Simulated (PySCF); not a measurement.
# Bond curve of AlB

Set-up: PySCF, no relativity, basis sets Al aug-pcseg-1, B aug-pcseg-1. Energies in eV from Al + B in their ground configurations at the same level. All curves are PBE0. state 1: ³Σ⁻ (triplet), unpaired electrons π ↑↑; state 2: ³Π (triplet), unpaired electrons σ ↑, π ↑, a second solution, started from another occupation; state 3: Ms = 0 determinant of mixed spin (⟨S²⟩ near 1.0), unpaired electrons σ ↓, π ↑, a second solution, started from another occupation; state 4: Ms = 0 determinant of mixed spin (⟨S²⟩ near 1.0), unpaired electrons π ↑↓, a mixture of terms (⟨Lz²⟩ = 2.0), a second solution, started from another occupation.

```json
{"R (Å)": "1.748", "state 1": "-1.424", "state 2": "-0.412", "state 3": "-0.222", "state 4": "-1.027"}
{"R (Å)": "1.829", "state 1": "-1.797", "state 2": "-1.040", "state 3": "-0.857", "state 4": "-1.428"}
{"R (Å)": "1.910", "state 1": "-2.001", "state 2": "-1.468", "state 3": "-1.291", "state 4": "-1.661"}
{"R (Å)": "1.971", "state 1": "-2.071", "state 2": "-1.689", "state 3": "-1.515", "state 4": "-1.752"}
{"R (Å)": "2.032", "state 1": "-2.089", "state 2": "-1.842", "state 3": "-1.672", "state 4": "-1.790"}
{"R (Å)": "2.093", "state 1": "-2.067", "state 2": "-1.942", "state 3": "-1.774", "state 4": "-1.785"}
{"R (Å)": "2.174", "state 1": "-1.992", "state 2": "-2.009", "state 3": "-1.844", "state 4": "-1.731"}
{"R (Å)": "2.276", "state 1": "-1.850", "state 2": "-2.015", "state 3": "-1.853", "state 4": "-1.611"}
{"R (Å)": "2.398", "state 1": "-1.641", "state 2": "-1.948", "state 3": "-1.786", "state 4": "-1.423"}
{"R (Å)": "2.560", "state 1": "-1.343", "state 2": "-1.784", "state 3": "-1.622", "state 4": "-1.145"}
```

**Question.** Put a parabola through the three lowest points of the state 1 curve and estimate Re, k and ωe (reduced mass 7.819 u; 1 eV/Å² = 0.16022 mdyn/Å; ωe = 1302.8·√(k/μ) cm⁻¹).

**Answer.** Through R = 1.971, 2.032, 2.093 Å the second-order coefficient is 5.37 eV/Å², so Re ≈ 2.029 Å, k ≈ 1.72 mdyn/Å and ωe ≈ 611 cm⁻¹. A polynomial fit of higher order to the unrounded PBE0 energies gives Re = 2.026 Å, k = 1.78 mdyn/Å, ωe = 621 cm⁻¹; anharmonicity and rounding make the difference.

The higher-order fit for each curve: state 1: Re = 2.026 Å, ωe = 621 cm⁻¹, De = 2.09 eV; state 2: Re = 2.233 Å, ωe = 482 cm⁻¹, minimum 2.02 eV below the ground-state fragments; state 3: Re = 2.236 Å, ωe = 484 cm⁻¹, minimum 1.86 eV below the ground-state fragments; state 4: Re = 2.055 Å, ωe = 595 cm⁻¹, minimum 1.79 eV below the ground-state fragments.

The state was picked by a PBE0 search and need not be the measured ground state.
